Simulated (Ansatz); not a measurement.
Density of states of ScPd3 (Pm-3m, a = 3.974 Å, b = 3.974 Å, c = 3.974 Å, α = 90.00°, β = 90.00°, γ = 90.00°), in states per eV and primitive cell, averaged over bins of 0.3 eV. Computed with DFT r2SCAN, scalar-relativistic, plane waves, PAW (Ansatz).

Settings: cutoff 500 eV, Γ-centred mesh 10×10×10 on the computed 4-atom cell, Gaussian smearing of 0.10 eV; no spin polarisation.

The cell is relaxed at this level. The states (both spins) are summed by tetrahedra on a 15×15×15 mesh at the self-consistent density. Energies are bin centres; the table starts no lower than −8 eV and ends at 6 eV, or lower where the solved bands end.

It is a metal at this level.

| E − E_F (eV) | total | Pd 4d | Sc 3d | Sc 4s | Pd 4s |
| --- | --- | --- | --- | --- | --- |
| -6.80 | 0.07 | 0.00 | 0.00 | 0.06 | 0.01 |
| -6.50 | 0.19 | 0.00 | 0.00 | 0.17 | 0.01 |
| -6.20 | 0.27 | 0.01 | 0.00 | 0.23 | 0.02 |
| -5.90 | 0.36 | 0.02 | 0.00 | 0.29 | 0.02 |
| -5.60 | 0.48 | 0.05 | 0.01 | 0.35 | 0.02 |
| -5.30 | 0.65 | 0.12 | 0.02 | 0.40 | 0.02 |
| -5.00 | 1.87 | 1.07 | 0.11 | 0.45 | 0.03 |
| -4.70 | 5.59 | 4.38 | 0.47 | 0.36 | 0.05 |
| -4.40 | 8.92 | 7.50 | 0.63 | 0.48 | 0.05 |
| -4.10 | 9.62 | 8.45 | 0.59 | 0.31 | 0.04 |
| -3.80 | 7.11 | 6.52 | 0.36 | 0.06 | 0.01 |
| -3.50 | 5.98 | 5.60 | 0.23 | 0.02 | 0.00 |
| -3.20 | 6.44 | 6.00 | 0.26 | 0.05 | 0.00 |
| -2.90 | 6.69 | 6.10 | 0.23 | 0.15 | 0.00 |
| -2.60 | 6.73 | 6.08 | 0.22 | 0.13 | 0.00 |
| -2.30 | 9.52 | 8.80 | 0.42 | 0.08 | 0.00 |
| -2.00 | 8.25 | 7.14 | 0.62 | 0.05 | 0.01 |
| -1.70 | 9.48 | 8.45 | 0.57 | 0.05 | 0.00 |
| -1.40 | 6.08 | 5.38 | 0.39 | 0.05 | 0.00 |
| -1.10 | 4.17 | 3.75 | 0.18 | 0.06 | 0.00 |
| -0.80 | 2.80 | 2.37 | 0.14 | 0.11 | 0.00 |
| -0.50 | 4.56 | 3.35 | 0.52 | 0.43 | 0.00 |
| -0.20 | 3.90 | 2.81 | 0.47 | 0.31 | 0.00 |
| 0.10 | 1.60 | 0.65 | 0.44 | 0.22 | 0.00 |
| 0.40 | 0.86 | 0.10 | 0.36 | 0.14 | 0.00 |
| 0.70 | 0.45 | 0.04 | 0.18 | 0.05 | 0.00 |
| 1.00 | 0.24 | 0.02 | 0.10 | 0.01 | 0.00 |
| 1.30 | 0.24 | 0.02 | 0.07 | 0.00 | 0.00 |
| 1.60 | 0.52 | 0.06 | 0.12 | 0.00 | 0.00 |
| 1.90 | 4.72 | 0.63 | 2.31 | 0.03 | 0.01 |
| 2.20 | 8.20 | 1.28 | 5.11 | 0.09 | 0.01 |
| 2.50 | 7.97 | 1.36 | 6.09 | 0.01 | 0.01 |
| 2.80 | 2.39 | 0.31 | 1.88 | 0.01 | 0.00 |
| 3.10 | 2.62 | 0.18 | 2.08 | 0.10 | 0.00 |
| 3.40 | 2.88 | 0.21 | 2.11 | 0.09 | 0.00 |
| 3.70 | 2.57 | 0.22 | 1.76 | 0.05 | 0.00 |
| 4.00 | 1.48 | 0.13 | 0.89 | 0.01 | 0.00 |
| 4.30 | 0.73 | 0.05 | 0.32 | 0.01 | 0.00 |
| 4.60 | 0.66 | 0.04 | 0.24 | 0.03 | 0.00 |
| 4.90 | 1.08 | 0.05 | 0.34 | 0.10 | 0.00 |
| 5.20 | 2.23 | 0.09 | 0.60 | 0.14 | 0.01 |
| 5.50 | 1.58 | 0.05 | 0.34 | 0.05 | 0.00 |
| 5.80 | 1.33 | 0.03 | 0.23 | 0.03 | 0.00 |

The columns after the total are the main Löwdin projections on the occupied valence shells of the potentials; 1 other is left out. The rest of the total lies in those, in shells that are empty in the free atom, which aren't projected, and between the atoms.

Cost: 1 run of about 1.1 core-minutes, on Arm Neoverse V1 (shared hosts).